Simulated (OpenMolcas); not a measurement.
## OpenMolcas input wanted

The species is [P2H4]+ (6 atoms), meant as a doublet with charge +1. As SMILES of the parent species, `PP`. Geometry: relaxed at PBE0-D4/def2-TZVP. This is one conformer, not always the lowest. That shape belongs to the parent species and isn't relaxed for this state.

| atom | x (Å) | y (Å) | z (Å) |
| --- | --- | --- | --- |
| P | 0.3651 | -1.0488 | -0.0823 |
| P | -0.3652 | 1.0491 | 0.0781 |
| H | -0.4970 | -1.5216 | 0.9450 |
| H | -0.5721 | -1.3929 | -1.0949 |
| H | 0.5028 | 1.5246 | -0.9429 |
| H | 0.5664 | 1.3896 | 1.0970 |

Settings wanted:

```yaml
method: DFT
reference: UKS
basis_set: aug-cc-pVDZ
task: energy
functional: M06-L
dispersion: none
nucleus: point
integration_grid: UltraFine
SCF_convergence_threshold: 1e-10
```

**Question.** Give an OpenMolcas 26.06 job that does this.

**Answer.** One that was run (others would do as well):

geom.xyz:
```
6

P      0.365100    -1.048800    -0.082300
P     -0.365200     1.049100     0.078100
H     -0.497000    -1.521600     0.945000
H     -0.572100    -1.392900    -1.094900
H      0.502800     1.524600    -0.942900
H      0.566400     1.389600     1.097000
```

test.inp:
```
&GATEWAY
 BASLIB
 $CurrDir
 COORD
 geom.xyz
 BASIS
 aug-cc-pVDZ
 GROUP
 NoSym

&SEWARD
 GRIDINPUT
 Grid=UltraFine
 End of Grid

&SCF
 UHF
 CHARGE
 1
 SPIN
 2
 KSDFT
 M06L
 THRESHOLDS
 1e-10 1e-07 1e-07 1e-05
 PRORBITALS
 1 2
```

```bash
$ export MOLCAS_MEM=1860
$ pymolcas test.inp > test.log
```

(Basis files named in the input come from the Basis Set Exchange and aren't shown.)

Calculated total energy: -684.76884 Eh.
